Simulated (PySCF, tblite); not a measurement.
Species: 1,1-difluoro-2-methylpropane, C4H8F2.
Numbering: `[CH3:1][CH:2]([CH3:3])[CH:4]([F:5])[F:6]` (hydrogens: H7, H8, H9 on C1; H10 on C2; H11, H12, H13 on C3; H14 on C4)

Geometry (GFN2-xTB, Å), atoms numbered from 1 in this order:
```
atom  x, y, z in Å
C1     1.403   -0.297    0.215
C2     0.014   -0.155   -0.404
C3    -1.012   -1.028    0.314
C4    -0.436    1.304   -0.356
F5    -0.405    1.792    0.909
F6     0.392    2.096   -1.083
H7     1.743   -1.326    0.137
H8     2.114    0.345   -0.299
H9     1.375   -0.016    1.266
H10    0.057   -0.430   -1.463
H11   -1.990   -0.947   -0.156
H12   -0.700   -2.068    0.284
H13   -1.099   -0.723    1.354
H14   -1.457    1.453   -0.741
```

Computed, not measured: PBE0/pcSseg-1 in PySCF (dipole) on a GFN2-xTB geometry, gas phase.

Take the most abundant isotopes and a rigid rotor. The values belong to one conformer with, in the numbering `[CH3:1][CH:2]([CH3:3])[CH:4]([F:5])[F:6]`, C1–C2–C4–F5 -56°.

(1) Give the principal moments of inertia and the rotational constants in MHz.

(2) Classify the top.

(3) Is it planar, by Δ = Ic − Ia − Ib?

(4) Give the other two planar moments, Paa and Pbb, and the rms extents of the mass along the axes.

(5) List the rotational levels J(Ka,Kc) to J = 2 (K).

(6) Which lines would a microwave search look for?

(7) Estimate the classical rotational partition function at 50 K, 200 K and 298.15 K.

Answers

(1) Ia = 106.25, Ib = 183.24, Ic = 211.36 u·Å²; 505379 MHz·u·Å²/I gives A = 4756, B = 2758, C = 2391 MHz.

(2) An asymmetric top: κ = (2 × 2758 − 4756 − 2391)/(4756 − 2391) = -0.69.

(3) Not planar: Δ = Ic − Ia − Ib = -78.14 u·Å². For a rigid frame Δ = −2 Σ m c², so Σ m c² = 39.07 u·Å² lies off the ab plane: 9.12 from hydrogen and 29.95 from heavier atoms. The atom farthest from that plane is 1.68 Å away.

(4) Paa = Σ m a² = (Ib + Ic − Ia)/2 = 144.17 and Pbb = Σ m b² = (Ia + Ic − Ib)/2 = 67.18 u·Å². With the mass M = 94.06 u, the rms extents √(P/M) along a, b and c are 1.24, 0.85, 0.64 Å.

(5) Above 0(0,0), as E/k:
J = 1: 1(0,1) 0.247, 1(1,1) 0.343, 1(1,0) 0.361
J = 2: 2(0,2) 0.739, 2(1,2) 0.820, 2(1,1) 0.872, 2(2,1) 1.160, 2(2,0) 1.162

(6) The dipole components are |μa| = 1.82 D, |μb| = 0.18 D, |μc| = 1.16 D. The squared components, which scale the intensities, stand as 1.00 : 0.01 : 0.40 (a : b : c). Some lines, for components of 0.1 D or more:

```json
{"type": "a", "branch": "Q", "J(Ka,Kc)": "2(1,1) ← 2(1,2)", "MHz": "1101", "lower level (cm⁻¹)": "0.570"}
{"type": "c", "branch": "Q", "J(Ka,Kc)": "1(1,1) ← 1(0,1)", "MHz": "1998", "lower level (cm⁻¹)": "0.172"}
{"type": "b", "branch": "Q", "J(Ka,Kc)": "1(1,0) ← 1(0,1)", "MHz": "2365", "lower level (cm⁻¹)": "0.172"}
{"type": "b", "branch": "Q", "J(Ka,Kc)": "2(1,1) ← 2(0,2)", "MHz": "2778", "lower level (cm⁻¹)": "0.514"}
{"type": "a", "branch": "R", "J(Ka,Kc)": "1(0,1) ← 0(0,0)", "MHz": "5149", "lower level (cm⁻¹)": "0.000"}
{"type": "c", "branch": "Q", "J(Ka,Kc)": "2(2,1) ← 2(1,1)", "MHz": "5995", "lower level (cm⁻¹)": "0.606"}
{"type": "b", "branch": "R", "J(Ka,Kc)": "1(1,1) ← 0(0,0)", "MHz": "7147", "lower level (cm⁻¹)": "0.000"}
{"type": "a", "branch": "R", "J(Ka,Kc)": "2(1,2) ← 1(1,1)", "MHz": "9931", "lower level (cm⁻¹)": "0.238"}
{"type": "a", "branch": "R", "J(Ka,Kc)": "2(1,1) ← 1(1,0)", "MHz": "10665", "lower level (cm⁻¹)": "0.251"}
{"type": "c", "branch": "R", "J(Ka,Kc)": "2(1,1) ← 1(0,1)", "MHz": "13030", "lower level (cm⁻¹)": "0.172"}
```

(7) Point group C1, symmetry number σ = 1; q = (√π/σ)·√((kT/h)³/(ABC)), k/h = 20836.6 MHz/K: 10600 at 50 K, 85100 at 200 K, 155000 at 298.15 K.

Its GFN2-xTB frequencies are all real (lowest 77 cm⁻¹). Constants of a rigid frame at the computed geometry: no zero-point averaging, no centrifugal distortion. A rigid rotor knows nothing of internal rotation, which can split or shift real lines.

On an Arm Neoverse V1 with one thread, shared host with 64 logical CPUs at a one-minute load of 12, this took 12 s and 0.64 GiB of memory at its peak. This is the PBE0/pcSseg-1 job that gave the dipole, with the shieldings it also computed.
